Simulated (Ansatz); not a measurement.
A geometry optimisation of C2H4F+ with PBE0-D3(BJ)/def2-SVP

The starting geometry of this gas-phase singlet was optimised with GFN2-xTB.

| atom | x (Å) | y (Å) | z (Å) |
| --- | --- | --- | --- |
| C | -1.0249 | 0.6844 | 1.2275 |
| C | -2.3793 | 0.6776 | 1.5465 |
| F | -3.0886 | -0.4094 | 1.2547 |
| H | -0.4034 | 1.5470 | 1.4457 |
| H | -0.5510 | -0.1741 | 0.7502 |
| H | -2.5650 | 0.9512 | 2.6248 |
| H | -2.9139 | 1.5802 | 1.1303 |

Problem. Predict what it relaxes into with PBE0-D3(BJ)/def2-SVP.

Solution. It rearranges to `C[CH+]F`. Contacts that open: C2–H7 (1.13 → 2.05 Å). Contacts that close: C1–H7 (2.09 → 1.11 Å).

The energy falls by 1.32 eV over 31 steps:

| step | E − E(last) (eV) |
| --- | --- |
| 1 | 1.315 |
| 4 | 1.243 |
| 8 | 1.217 |
| 11 | 1.054 |
| 14 | 0.699 |
| 18 | 0.073 |
| 21 | 0.003 |
| 24 | 0.001 |
| 28 | 0.000 |
| 31 | 0.000 |

Final geometry (Å):

```xyz
7

C    -1.3709    0.8804    1.0512
C    -2.4386    0.4310    1.8775
F    -2.9070   -0.7199    1.7729
H    -0.5692    1.2575    1.7270
H    -1.0059    0.1372    0.3313
H    -2.9253    1.0469    2.6561
H    -1.7090    1.8237    0.5636
```

No frequencies were run, so the end isn't proven a minimum. Run with Ansatz 0.2.0, 38 s on 1 thread of Arm Neoverse V1, on a shared host.
